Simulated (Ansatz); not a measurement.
# MP2/3-21G run of SiH4 (SMILES [H][Si]([H])([H])[H])

What is the energy change on altering one bond length of SiH4 at MP2/3-21G? 

The results are computed with Ansatz 0.2.0.

51 further runs of the same task are left out: 51 set aside as unsound or not needed.

## 1. The structure to begin with

The species is SiH4 (5 atoms), meant as a singlet with charge 0. As SMILES, `[H][Si]([H])([H])[H]`. Geometry: relaxed at GFN2-xTB.

Bond lengths: Si1–H2 1.461 Å, Si1–H3 1.461 Å, Si1–H4 1.461 Å, Si1–H5 1.461 Å. Angles: H2–Si1–H3 109.5°, H2–Si1–H4 109.5°, H2–Si1–H5 109.5°, H3–Si1–H4 109.5°, H3–Si1–H5 109.5°, H4–Si1–H5 109.5°.

## 2. A single-point energy at MP2/3-21G

Input file job.yaml:

```yaml
crystal:
  periodic: [false, false, false]
  atoms:
    - {symbol: Si, position_ang: [0.000060, -0.000040, 0.000090]}
    - {symbol: H, position_ang: [0.011300, -0.019430, 1.460880]}
    - {symbol: H, position_ang: [1.373450, 0.011260, -0.497760]}
    - {symbol: H, position_ang: [-0.696580, 1.196700, -0.465720]}
    - {symbol: H, position_ang: [-0.688230, -1.188490, -0.497490]}
basis:
  gaussian: {orbitals: 3-21G.json}
correlation: {method: mp2, frozen_orbitals: {H: 0, Si: 5}}
accuracy: high
```

The basis set 3-21G is read from a file made from the Basis Set Exchange's data (not shown).

On the command line:

```
$ ansatz run job.yaml --threads 1 --pin off --max-ram 2610MiB --events-out events.jsonl --progress --plain --runs-dir runs
```

The log of the run:

```text
Warning: RAYON_NUM_THREADS=1 ignored (pool sized by the plan → 1); use --threads N
Functional definition: HF
  name "HF"
  exchange = exact_x
  correlation = 0
424 factors; integrals over basis functions are off by at most 3.8e-9 eV
mean field evaluation 1: about -7882.4829 eV, gradient 7.2e0 eV
mean field evaluation 2: about -7882.4843 eV, gradient 7.2e0 eV
mean field evaluation 4: about -7882.7571 eV, gradient 1.9e-1 eV
mean field evaluation 8: about -7882.7574 eV, gradient 2.7e-4 eV
mean field -7882.75744278 eV, -289.6859928973 hartree, gradient 4.6e-9 eV, S^2 0.000000; 0 other end points of the search recorded, 0 dependent functions left out
5 core orbitals not correlated: weight in the atoms' cores, before any rotation towards them, 1.000 or more for the frozen orbitals, at most 0.000 for the correlated occupied ones
reference -7882.75744278 eV, -289.6859928973 hartree; 4, 4 occupied and 12, 12 virtual orbitals, 424 factors
second order -1.69984429 eV of doubles, -0.00000000 eV of singles
Total energy: -7884.45728707 eV, -289.7484610228 hartree
```

Wall time 0.1 s (1 thread of Intel Xeon Platinum 8488C (Sapphire Rapids), shared host).

## 3. The distorted shape, same level

Input file job.yaml:

```yaml
crystal:
  periodic: [false, false, false]
  atoms:
    - symbol: Si
      position_ang: [0.174206, -0.299201, 0.116533]
    - symbol: H
      position_ang: [0.185446, -0.318591, 1.577323]
    - symbol: H
      position_ang: [1.547596, -0.287901, -0.381317]
    - symbol: H
      position_ang: [-0.696580, 1.196700, -0.465720]
    - symbol: H
      position_ang: [-0.514084, -1.487651, -0.381047]
basis:
  gaussian: {orbitals: 3-21G.json}
correlation: {method: mp2, frozen_orbitals: {H: 0, Si: 5}}
accuracy: high
```

The basis set 3-21G is read from a file made from the Basis Set Exchange's data (not shown).

On the command line:

```
$ ansatz run job.yaml --threads 1 --pin off --max-ram 2610MiB --events-out events.jsonl --progress --plain --runs-dir runs
```

The log of the run:

```text
Warning: RAYON_NUM_THREADS=1 ignored (pool sized by the plan → 1); use --threads N
Functional definition: HF
  name "HF"
  exchange = exact_x
  correlation = 0
423 factors; integrals over basis functions are off by at most 4.3e-9 eV
mean field evaluation 1: about -7881.8249 eV, gradient 7.1e0 eV
mean field evaluation 2: about -7881.8244 eV, gradient 7.1e0 eV
mean field evaluation 4: about -7882.0904 eV, gradient 2.2e-1 eV
mean field evaluation 8: about -7882.0907 eV, gradient 1.2e-7 eV
mean field -7882.09072311 eV, -289.6614914015 hartree, gradient 4.6e-8 eV, S^2 0.000000; 0 other end points of the search recorded, 0 dependent functions left out
5 core orbitals not correlated: weight in the atoms' cores, before any rotation towards them, 1.000 or more for the frozen orbitals, at most 0.000 for the correlated occupied ones
reference -7882.09072311 eV, -289.6614914015 hartree; 4, 4 occupied and 12, 12 virtual orbitals, 423 factors
second order -1.78298492 eV of doubles, -0.00000000 eV of singles
Total energy: -7883.87370803 eV, -289.7270148886 hartree
```

Wall time 0.1 s (1 thread of Intel Xeon Platinum 8488C (Sapphire Rapids), shared host).

## 4. What came out

At MP2/3-21G, 5 core orbitals frozen:

```
                                                          quantity          value
                                         first shape: total energy  -289.74846 Eh
          first shape: correlation energy (5 core orbitals frozen)      -62.5 mEh
                                     distorted shape: total energy  -289.72701 Eh
      distorted shape: correlation energy (5 core orbitals frozen)      -65.5 mEh
energy change with the Si1–H4 bond stretched from 1.461 to 1.826 Å       0.584 eV
```

In words: With the Si1–H4 bond stretched from 1.461 to 1.826 Å the energy rises by 0.58 eV (56.3 kJ/mol). The first shape isn't relaxed at this level, so the change isn't measured from a minimum.
